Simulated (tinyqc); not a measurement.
Inside a calculation (part 1 of 2). Method: UKS/BLYP in the sto-3g basis, for CH, spin multiplicity 4. Computed by tinyqc, a small Python program that keeps every step (integrals from PySCF). Settings: charge = 0, multiplicity = 4, basis = sto-3g, energy threshold = 1e-08, iteration cap = 56, orthogonalisation = symmetric, start = core, DIIS depth = 6, DIIS from iteration = 3, damping = 0.2, method = UKS, functional = blyp, grid = [10, 86]. Command: `OMP_NUM_THREADS=1 python tinyqc.py 31007 31008 out.jsonl` (the two numbers bound the seeds that draw the settings). One thread of a shared host (Intel(R) Xeon(R) Processor @ 2.60GHz), about 2 s of CPU time with the checks. Later iterations appear only in the table of the cycle.

## One-electron integrals

Geometry (angstrom):
```
atom         x         y         z
C     0.000000  0.000000  0.000000
H     0.000000  0.000000  1.932000
```

Basis sto-3g: exponents (1/bohr^2) and contraction coefficients of normalised primitives:
```
element  l (shell)   exponent  coefficient
C            s (1)  71.616837     0.154329
C            s (1)  13.045096     0.535328
C            s (1)   3.530512     0.444635
C            s (2)   2.941249    -0.099967
C            s (2)   0.683483     0.399513
C            s (2)   0.222290     0.700115
C            p (3)   2.941249     0.155916
C            p (3)   0.683483     0.607684
C            p (3)   0.222290     0.391957
H            s (1)   3.425251     0.154329
H            s (1)   0.623914     0.535328
H            s (1)   0.168855     0.444635
```

Overlap, kinetic and nuclear-attraction integrals over the contracted functions; the nuclear repulsion is the sum of Za Zb / Rab.

nuclear repulsion = 1.64340749 hartree

overlap S:
```
           1C 1s     1C 2s    1C 2px    1C 2py    1C 2pz     2H 1s
1C 1s   1.000000  0.248362  0.000000  0.000000  0.000000  0.009341
1C 2s   0.248362  1.000000  0.000000  0.000000  0.000000  0.144379
1C 2px  0.000000  0.000000  1.000000  0.000000  0.000000  0.000000
1C 2py  0.000000  0.000000  0.000000  1.000000  0.000000  0.000000
1C 2pz  0.000000  0.000000  0.000000  0.000000  1.000000  0.176487
2H 1s   0.009341  0.144379  0.000000  0.000000  0.176487  1.000000
```

kinetic energy T (hartree):
```
            1C 1s      1C 2s    1C 2px    1C 2py    1C 2pz      2H 1s
1C 1s   15.891122  -0.085890  0.000000  0.000000  0.000000  -0.002965
1C 2s   -0.085890   0.472250  0.000000  0.000000  0.000000  -0.011837
1C 2px   0.000000   0.000000  1.477728  0.000000  0.000000   0.000000
1C 2py   0.000000   0.000000  0.000000  1.477728  0.000000   0.000000
1C 2pz   0.000000   0.000000  0.000000  0.000000  1.477728   0.012574
2H 1s   -0.002965  -0.011837  0.000000  0.000000  0.012574   0.760032
```

nuclear attraction V (hartree):
```
             1C 1s      1C 2s     1C 2px     1C 2py     1C 2pz      2H 1s
1C 1s   -33.926642  -4.260255   0.000000   0.000000  -0.005391  -0.162405
1C 2s    -4.260255  -5.463590   0.000000   0.000000  -0.062751  -0.536822
1C 2px    0.000000   0.000000  -5.411679   0.000000   0.000000   0.000000
1C 2py    0.000000   0.000000   0.000000  -5.411679   0.000000   0.000000
1C 2pz   -0.005391  -0.062751   0.000000   0.000000  -5.442624  -0.590599
2H 1s    -0.162405  -0.536822   0.000000   0.000000  -0.590599  -2.869143
```

core Hamiltonian H = T + V (hartree):
```
             1C 1s      1C 2s     1C 2px     1C 2py     1C 2pz      2H 1s
1C 1s   -18.035521  -4.346146   0.000000   0.000000  -0.005391  -0.165370
1C 2s    -4.346146  -4.991340   0.000000   0.000000  -0.062751  -0.548659
1C 2px    0.000000   0.000000  -3.933951   0.000000   0.000000   0.000000
1C 2py    0.000000   0.000000   0.000000  -3.933951   0.000000   0.000000
1C 2pz   -0.005391  -0.062751   0.000000   0.000000  -3.964896  -0.578025
2H 1s    -0.165370  -0.548659   0.000000   0.000000  -0.578025  -2.109111
```

## Two-electron integrals

Functions are numbered as in S; the eight-fold symmetry (ij|kl) = (ji|kl) = (kl|ij) leaves the list below.

Two-electron integrals (ij|kl) in chemists' order, unique and non-zero (hartree):
```
(11|11) 3.541948   (21|11) 0.576921   (21|21) 0.111888   (22|11) 0.854682
(22|21) 0.205284   (22|22) 0.624709   (31|31) 0.020296   (32|31) 0.030858
(32|32) 0.137996   (33|11) 0.852436   (33|21) 0.205335   (33|22) 0.624568
(33|33) 0.672833   (41|41) 0.020296   (42|41) 0.030858   (42|42) 0.137996
(43|43) 0.036269   (44|11) 0.852436   (44|21) 0.205335   (44|22) 0.624568
(44|33) 0.600295   (44|44) 0.672833   (51|51) 0.020296   (52|51) 0.030858
(52|52) 0.137996   (53|53) 0.036269   (54|54) 0.036269   (55|11) 0.852436
(55|21) 0.205335   (55|22) 0.624568   (55|33) 0.600295   (55|44) 0.600295
(55|55) 0.672833   (61|11) 0.021764   (61|21) 0.004199   (61|22) 0.007704
(61|33) 0.007684   (61|44) 0.007684   (61|51) 0.000256   (61|52) 0.000480
(61|55) 0.007747   (61|61) 0.000161   (62|11) 0.075799   (62|21) 0.018566
(62|22) 0.065687   (62|33) 0.064021   (62|44) 0.064021   (62|51) 0.001731
(62|52) 0.013876   (62|55) 0.068948   (62|61) 0.000728   (62|62) 0.011212
(63|31) 0.001525   (63|32) 0.008970   (63|53) 0.002486   (63|63) 0.001076
(64|41) 0.001525   (64|42) 0.008970   (64|54) 0.002486   (64|64) 0.001076
(65|11) 0.078690   (65|21) 0.019463   (65|22) 0.072651   (65|33) 0.069492
(65|44) 0.069492   (65|51) 0.002911   (65|52) 0.021816   (65|55) 0.078884
(65|61) 0.000782   (65|62) 0.014512   (65|65) 0.019510   (66|11) 0.273739
(66|21) 0.067976   (66|22) 0.272515   (66|33) 0.263073   (66|44) 0.263073
(66|51) 0.005350   (66|52) 0.060750   (66|55) 0.291185   (66|61) 0.002653
(66|62) 0.068554   (66|65) 0.097762   (66|66) 0.774606
```

## Orthogonalisation

S = U s U^T; symmetric (Loewdin) form X = U s^(-1/2) U^T, so that X^T S X = 1.

eigenvalues of S: 0.699594  0.851583  1.000000  1.000000  1.139160  1.309662

X:
```
            1C 1s      1C 2s    1C 2px    1C 2py     1C 2pz      2H 1s
1C 1s    1.024432  -0.130485  0.000000  0.000000  -0.001496   0.009624
1C 2s   -0.130485   1.032914  0.000000  0.000000   0.010271  -0.076768
1C 2px   0.000000   0.000000  1.000000  0.000000   0.000000   0.000000
1C 2py   0.000000   0.000000  0.000000  1.000000   0.000000   0.000000
1C 2pz  -0.001496   0.010271  0.000000  0.000000   1.012148  -0.091266
2H 1s    0.009624  -0.076768  0.000000  0.000000  -0.091266   1.020472
```

## Starting guess

The start is the orbitals of the core Hamiltonian; D(s) = C_occ C_occ^T for each spin.

D(alpha) at the start:
```
            1C 1s      1C 2s    1C 2px    1C 2py     1C 2pz      2H 1s
1C 1s    1.066318  -0.267473  0.000000  0.000000  -0.003449   0.013186
1C 2s   -0.267473   1.078572  0.000000  0.000000   0.016296  -0.050679
1C 2px   0.000000   0.000000  1.000000  0.000000   0.000000   0.000000
1C 2py   0.000000   0.000000  0.000000  1.000000   0.000000   0.000000
1C 2pz  -0.003449   0.016296  0.000000  0.000000   1.020396  -0.071906
2H 1s    0.013186  -0.050679  0.000000  0.000000  -0.071906   0.007343
```

D(beta) at the start:
```
            1C 1s      1C 2s    1C 2px    1C 2py     1C 2pz      2H 1s
1C 1s    1.062173  -0.250160  0.000000  0.000000  -0.065993   0.016753
1C 2s   -0.250160   1.006256  0.000000  0.000000   0.277552  -0.065577
1C 2px   0.000000   0.000000  0.000000  0.000000   0.000000   0.000000
1C 2py   0.000000   0.000000  0.000000  0.000000   0.000000   0.000000
1C 2pz  -0.065993   0.277552  0.000000  0.000000   0.076565  -0.018086
2H 1s    0.016753  -0.065577  0.000000  0.000000  -0.018086   0.004274
```

## Iteration 1: exchange-correlation on the grid

Becke grid with 10 radial and 86 angular points per atom, points of zero weight dropped. rho = sum D_ij phi_i phi_j; V_xc,ij = sum w v_xc phi_i phi_j plus the gradient terms; v_xc is d(rho eps)/d rho(s) for spin s at fixed gradient.

The 16 grid points with the largest w rho, of 1719 (bohr, atomic units):
```
x                  y         z         w  rho(alpha)  rho(beta)     eps_xc  v_xc(alpha)
0.000000   -0.544633  1.349538  0.237693    0.094696   0.046821  -0.457460    -0.568759
0.544633    0.000000  1.349538  0.237693    0.094696   0.046821  -0.457460    -0.568759
-0.544633   0.000000  1.349538  0.237693    0.094696   0.046821  -0.457460    -0.568759
0.000000    0.544633  1.349538  0.237693    0.094696   0.046821  -0.457460    -0.568759
-0.275143  -1.010489  1.010489  0.245375    0.094938   0.040199  -0.454039    -0.566024
0.275143   -1.010489  1.010489  0.245375    0.094938   0.040199  -0.454039    -0.566024
-1.010489  -0.275143  1.010489  0.245375    0.094938   0.040199  -0.454039    -0.566024
-1.010489   0.275143  1.010489  0.245375    0.094938   0.040199  -0.454039    -0.566024
1.010489   -0.275143  1.010489  0.245375    0.094938   0.040199  -0.454039    -0.566024
1.010489    0.275143  1.010489  0.245375    0.094938   0.040199  -0.454039    -0.566024
0.275143    1.010489  1.010489  0.245375    0.094938   0.040199  -0.454039    -0.566024
-0.275143   1.010489  1.010489  0.245375    0.094938   0.040199  -0.454039    -0.566024
-0.840214  -0.840214  0.840214  0.247841    0.094861   0.036968  -0.452505    -0.564066
0.840214   -0.840214  0.840214  0.247841    0.094861   0.036968  -0.452505    -0.564066
-0.840214   0.840214  0.840214  0.247841    0.094861   0.036968  -0.452505    -0.564066
0.840214    0.840214  0.840214  0.247841    0.094861   0.036968  -0.452505    -0.564066
```

electrons on the grid, sum of w rho = 6.981433

E_xc = sum of w rho eps_xc = -5.94927981 hartree

V_xc(alpha) (hartree):
```
            1C 1s      1C 2s     1C 2px     1C 2py     1C 2pz      2H 1s
1C 1s   -2.305636  -0.344862   0.000000   0.000000  -0.001150  -0.013118
1C 2s   -0.344862  -0.624851   0.000000   0.000000  -0.006150  -0.052756
1C 2px   0.000000   0.000000  -0.623098   0.000000   0.000000   0.000000
1C 2py   0.000000   0.000000   0.000000  -0.623098   0.000000   0.000000
1C 2pz  -0.001150  -0.006150   0.000000   0.000000  -0.623133  -0.052955
2H 1s   -0.013118  -0.052756   0.000000   0.000000  -0.052955  -0.138886
```

V_xc(beta) (hartree):
```
            1C 1s      1C 2s     1C 2px     1C 2py     1C 2pz      2H 1s
1C 1s   -2.277328  -0.321909   0.000000   0.000000  -0.005087  -0.012353
1C 2s   -0.321909  -0.479897   0.000000   0.000000  -0.048739  -0.044495
1C 2px   0.000000   0.000000  -0.478867   0.000000   0.000000   0.000000
1C 2py   0.000000   0.000000   0.000000  -0.478867   0.000000   0.000000
1C 2pz  -0.005087  -0.048739   0.000000   0.000000  -0.475679  -0.046725
2H 1s   -0.012353  -0.044495   0.000000   0.000000  -0.046725  -0.125561
```

## Iteration 1: building the Kohn-Sham matrix

J_ij = sum D_kl (ij|kl) with D = D(alpha) + D(beta); F = H + J + V_xc; E = tr D H + tr D J / 2 + E_xc + E_nn.

Coulomb J (hartree):
```
            1C 1s     1C 2s    1C 2px    1C 2py    1C 2pz     2H 1s
1C 1s   11.336258  2.169255  0.000000  0.000000  0.014467  0.081882
1C 2s    2.169255  4.818611  0.000000  0.000000  0.070396  0.486273
1C 2px   0.000000  0.000000  4.811695  0.000000  0.000000  0.000000
1C 2py   0.000000  0.000000  0.000000  4.811695  0.000000  0.000000
1C 2pz   0.014467  0.070396  0.000000  0.000000  4.816223  0.531035
2H 1s    0.081882  0.486273  0.000000  0.000000  0.531035  1.936569
```

F(alpha) (hartree):
```
            1C 1s      1C 2s    1C 2px    1C 2py     1C 2pz      2H 1s
1C 1s   -9.004899  -2.521753  0.000000  0.000000   0.007926  -0.096607
1C 2s   -2.521753  -0.797580  0.000000  0.000000   0.001495  -0.115142
1C 2px   0.000000   0.000000  0.254646  0.000000   0.000000   0.000000
1C 2py   0.000000   0.000000  0.000000  0.254646   0.000000   0.000000
1C 2pz   0.007926   0.001495  0.000000  0.000000   0.228194  -0.099945
2H 1s   -0.096607  -0.115142  0.000000  0.000000  -0.099945  -0.311429
```

F(beta) (hartree):
```
            1C 1s      1C 2s    1C 2px    1C 2py     1C 2pz      2H 1s
1C 1s   -8.976590  -2.498800  0.000000  0.000000   0.003989  -0.095842
1C 2s   -2.498800  -0.652626  0.000000  0.000000  -0.041094  -0.106880
1C 2px   0.000000   0.000000  0.398877  0.000000   0.000000   0.000000
1C 2py   0.000000   0.000000  0.000000  0.398877   0.000000   0.000000
1C 2pz   0.003989  -0.041094  0.000000  0.000000   0.375648  -0.093715
2H 1s   -0.095842  -0.106880  0.000000  0.000000  -0.093715  -0.298103
```

total energy of this density = -37.31011411 hartree

This density is the starting one.

## Iteration 1: diagonalisation and new density

Diagonalise F' = X^T F X, C = X C', fill 5 alpha and 2 beta electrons from the bottom; D(s) = C_occ C_occ^T; the new density keeps 0.2 of the old one (damping). Each column has its largest component positive (the first on a tie).

F' = X^T F X (alpha) (hartree):
```
           1          2         3         4          5          6
1  -8.791355  -1.394416  0.000000  0.000000   0.002455   0.015619
2  -1.394416  -0.309824  0.000000  0.000000   0.015407  -0.062498
3   0.000000   0.000000  0.254646  0.000000   0.000000   0.000000
4   0.000000   0.000000  0.000000  0.254646   0.000000   0.000000
5   0.002455   0.015407  0.000000  0.000000   0.249812  -0.097738
6   0.015619  -0.062498  0.000000  0.000000  -0.097738  -0.289451
```

orbital energies (alpha) (hartree): MO1 -9.014729, MO2 -0.322287, MO3 -0.072677, MO4 0.254646, MO5 0.254646, MO6 0.268875

coefficients C (alpha):
```
              MO1        MO2        MO3        MO4       MO5        MO6
1C 1s    0.990893  -0.063118  -0.283100   0.000000  0.000000  -0.024167
1C 2s    0.034575   0.188603   1.021322   0.000000  0.000000   0.100361
1C 2px   0.000000   0.000000   0.000000  -0.070288  0.997527   0.000000
1C 2py   0.000000   0.000000   0.000000   0.997527  0.070288   0.000000
1C 2pz  -0.000332   0.074041  -0.085292   0.000000  0.000000   1.010012
2H 1s   -0.003244   0.941339  -0.302793   0.000000  0.000000  -0.279044
```

F' = X^T F X (beta) (hartree):
```
           1          2         3         4          5          6
1  -8.765324  -1.392885  0.000000  0.000000   0.003861   0.015202
2  -1.392885  -0.162981  0.000000  0.000000  -0.026766  -0.061987
3   0.000000   0.000000  0.398877  0.000000   0.000000   0.000000
4   0.000000   0.000000  0.000000  0.398877   0.000000   0.000000
5   0.003861  -0.026766  0.000000  0.000000   0.398957  -0.102771
6   0.015202  -0.061987  0.000000  0.000000  -0.102771  -0.276553
```

orbital energies (beta) (hartree): MO1 -8.985240, MO2 -0.304240, MO3 0.068475, MO4 0.398877, MO5 0.398877, MO6 0.415106

coefficients C (beta):
```
              MO1        MO2        MO3        MO4       MO5        MO6
1C 1s    0.991544  -0.042903  -0.285404   0.000000  0.000000   0.011280
1C 2s    0.032239   0.116647   1.036520   0.000000  0.000000  -0.030283
1C 2px   0.000000   0.000000   0.000000  -0.217941  0.975962   0.000000
1C 2py   0.000000   0.000000   0.000000   0.975962  0.217941   0.000000
1C 2pz   0.000212   0.064051   0.049596   0.000000  0.000000   1.013074
2H 1s   -0.003095   0.964075  -0.269362   0.000000  0.000000  -0.231674
```

D(alpha) after iteration 1:
```
            1C 1s      1C 2s    1C 2px    1C 2py     1C 2pz      2H 1s
1C 1s    1.066062  -0.266919  0.000000  0.000000   0.014626   0.021109
1C 2s   -0.266919   1.079606  0.000000  0.000000  -0.055267  -0.115593
1C 2px   0.000000   0.000000  1.000000  0.000000   0.000000   0.000000
1C 2py   0.000000   0.000000  0.000000  1.000000   0.000000   0.000000
1C 2pz   0.014626  -0.055267  0.000000  0.000000   0.214285   0.062038
2H 1s    0.021109  -0.115593  0.000000  0.000000   0.062038   0.783719
```

D(beta) after iteration 1:
```
            1C 1s      1C 2s    1C 2px    1C 2py     1C 2pz      2H 1s
1C 1s    1.000434  -0.028462  0.000000  0.000000  -0.015229  -0.032193
1C 2s   -0.028462   0.212968  0.000000  0.000000   0.061493   0.076770
1C 2px   0.000000   0.000000  0.000000  0.000000   0.000000   0.000000
1C 2py   0.000000   0.000000  0.000000  0.000000   0.000000   0.000000
1C 2pz  -0.015229   0.061493  0.000000  0.000000   0.018595   0.045782
2H 1s   -0.032193   0.076770  0.000000  0.000000   0.045782   0.744415
```

Within a degenerate level the vectors are fixed only up to a rotation; this is one choice.

## Iteration 2: exchange-correlation on the grid

As before.

The 16 grid points with the largest w rho, of 1719 (bohr, atomic units):
```
x                  y          z         w  rho(alpha)  rho(beta)     eps_xc  v_xc(alpha)
0.544633    1.349538   0.000000  0.246025    0.094147   0.005016  -0.448657    -0.538931
-0.544633   1.349538   0.000000  0.246025    0.094147   0.005016  -0.448657    -0.538931
1.349538   -0.544633   0.000000  0.246025    0.094147   0.005016  -0.448657    -0.538931
1.349538    0.544633   0.000000  0.246025    0.094147   0.005016  -0.448657    -0.538931
-1.349538  -0.544633   0.000000  0.246025    0.094147   0.005016  -0.448657    -0.538931
0.544633   -1.349538   0.000000  0.246025    0.094147   0.005016  -0.448657    -0.538931
-1.349538   0.544633   0.000000  0.246025    0.094147   0.005016  -0.448657    -0.538931
-0.544633  -1.349538   0.000000  0.246025    0.094147   0.005016  -0.448657    -0.538931
1.010489    1.010489   0.275143  0.247319    0.091350   0.006115  -0.444400    -0.533776
-1.010489   1.010489   0.275143  0.247319    0.091350   0.006115  -0.444400    -0.533776
1.010489   -1.010489   0.275143  0.247319    0.091350   0.006115  -0.444400    -0.533776
-1.010489  -1.010489   0.275143  0.247319    0.091350   0.006115  -0.444400    -0.533776
-1.010489  -1.010489  -0.275143  0.247370    0.093040   0.004061  -0.447651    -0.536088
1.010489   -1.010489  -0.275143  0.247370    0.093040   0.004061  -0.447651    -0.536088
-1.010489   1.010489  -0.275143  0.247370    0.093040   0.004061  -0.447651    -0.536088
1.010489    1.010489  -0.275143  0.247370    0.093040   0.004061  -0.447651    -0.536088
```

electrons on the grid, sum of w rho = 6.985609

E_xc = sum of w rho eps_xc = -5.69723005 hartree

V_xc(alpha) (hartree):
```
            1C 1s      1C 2s     1C 2px     1C 2py     1C 2pz      2H 1s
1C 1s   -2.293932  -0.335051   0.000000   0.000000   0.000246  -0.012670
1C 2s   -0.335051  -0.575547   0.000000   0.000000   0.002359  -0.059015
1C 2px   0.000000   0.000000  -0.594865   0.000000   0.000000   0.000000
1C 2py   0.000000   0.000000   0.000000  -0.594865   0.000000   0.000000
1C 2pz   0.000246   0.002359   0.000000   0.000000  -0.529857  -0.067322
2H 1s   -0.012670  -0.059015   0.000000   0.000000  -0.067322  -0.484795
```

V_xc(beta) (hartree):
```
            1C 1s      1C 2s     1C 2px     1C 2py     1C 2pz      2H 1s
1C 1s   -2.258163  -0.315086   0.000000   0.000000  -0.002207  -0.011991
1C 2s   -0.315086  -0.398928   0.000000   0.000000  -0.025410  -0.050479
1C 2px   0.000000   0.000000  -0.398124   0.000000   0.000000   0.000000
1C 2py   0.000000   0.000000   0.000000  -0.398124   0.000000   0.000000
1C 2pz  -0.002207  -0.025410   0.000000   0.000000  -0.398180  -0.062892
2H 1s   -0.011991  -0.050479   0.000000   0.000000  -0.062892  -0.480919
```

## Iteration 2: building the Kohn-Sham matrix

As before.

Coulomb J (hartree):
```
            1C 1s     1C 2s    1C 2px    1C 2py    1C 2pz     2H 1s
1C 1s   10.415635  1.956477  0.000000  0.000000  0.009023  0.073793
1C 2s    1.956477  4.273825  0.000000  0.000000  0.098131  0.481848
1C 2px   0.000000  0.000000  4.272331  0.000000  0.000000  0.000000
1C 2py   0.000000  0.000000  0.000000  4.272331  0.000000  0.000000
1C 2pz   0.009023  0.098131  0.000000  0.000000  4.261287  0.555099
2H 1s    0.073793  0.481848  0.000000  0.000000  0.555099  2.671876
```

F(alpha) (hartree):
```
            1C 1s      1C 2s     1C 2px     1C 2py     1C 2pz      2H 1s
1C 1s   -9.913818  -2.724719   0.000000   0.000000   0.003878  -0.104247
1C 2s   -2.724719  -1.293063   0.000000   0.000000   0.037739  -0.125826
1C 2px   0.000000   0.000000  -0.256484   0.000000   0.000000   0.000000
1C 2py   0.000000   0.000000   0.000000  -0.256484   0.000000   0.000000
1C 2pz   0.003878   0.037739   0.000000   0.000000  -0.233466  -0.090248
2H 1s   -0.104247  -0.125826   0.000000   0.000000  -0.090248   0.077970
```

F(beta) (hartree):
```
            1C 1s      1C 2s     1C 2px     1C 2py     1C 2pz      2H 1s
1C 1s   -9.878049  -2.704754   0.000000   0.000000   0.001426  -0.103568
1C 2s   -2.704754  -1.116443   0.000000   0.000000   0.009970  -0.117290
1C 2px   0.000000   0.000000  -0.059744   0.000000   0.000000   0.000000
1C 2py   0.000000   0.000000   0.000000  -0.059744   0.000000   0.000000
1C 2pz   0.001426   0.009970   0.000000   0.000000  -0.101789  -0.085818
2H 1s   -0.103568  -0.117290   0.000000   0.000000  -0.085818   0.081846
```

total energy of this density = -37.50460879 hartree

This density is a damped mixture and is not idempotent.
